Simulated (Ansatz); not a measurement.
Consider the formal exchange of groups at the Al–F bond: `[F][AlH2]` + `BC` → `C[BH][AlH2]` + H–F.

Isolated molecules relaxed with PBE0-D4/def2-TZVP in Ansatz; ΔE leaves out vibrations. CCSD(T)/CBS adds triple-zeta CCSD(T) − MP2 to the extrapolated MP2 energy (def2 sets, frozen cores). This one scheme is used for every species. DFT in def2-TZVPP. HSE06 is defined as in plane-wave codes.

| level | ΔE (kJ/mol) | difference from CCSD(T)/CBS |
| --- | --- | --- |
| PBE-D4 | 205.1 | -17.7 |
| revPBE-D4 | 203.4 | -19.4 |
| BLYP-D4 | 225.0 | 2.2 |
| r2SCAN-D4 | 225.0 | 2.2 |
| r2SCAN0-D4 | 224.3 | 1.5 |
| HSE06-D4 | 208.0 | -14.8 |
| BHLYP-D4 | 233.4 | 10.6 |
| ωB97M-V | 228.1 | 5.3 |
| revPBE | 208.2 | -14.6 |
| CCSD(T)/def2-SVP | 226.8 | 4.0 |
| CCSD/def2-TZVPP | 224.8 | 2.0 |
| CCSD(T)/def2-TZVPP | 222.3 | -0.5 |
| HF/def2-QZVPP | 246.7 | 23.9 |
| SCS-MP2/def2-QZVPP | 235.9 | 13.1 |
| HF/CBS(def2) | 247.0 | 24.2 |
| MP2/CBS(def2) | 232.8 | 10.0 |
| CCSD(T)/CBS | 222.8 | 0 |

Largest T1 diagnostic among the species: 0.012.

The D4 term adds −4.9 kJ/mol with B3LYP and −2.8 kJ/mol with PBE0; it sums over pairs of atoms, weighted by their polarisabilities, and B3LYP, whose exchange is more repulsive, gets the larger term. From PBE to PBE0 (25 % exact exchange), in def2-TZVPP and without D4, ΔE moves by +3.2 kJ/mol. Leaving LDA and LC-ωPBE aside and taking each functional with its dispersion term where it has one, the values, not all of them listed here, spread over 30.8 kJ/mol, from revPBE-D4 to B2PLYP. LDA lies −4.1 kJ/mol from PBE without D4.

B3LYP here is the variant with VWN-RPA as its local correlation; programs differ in this.
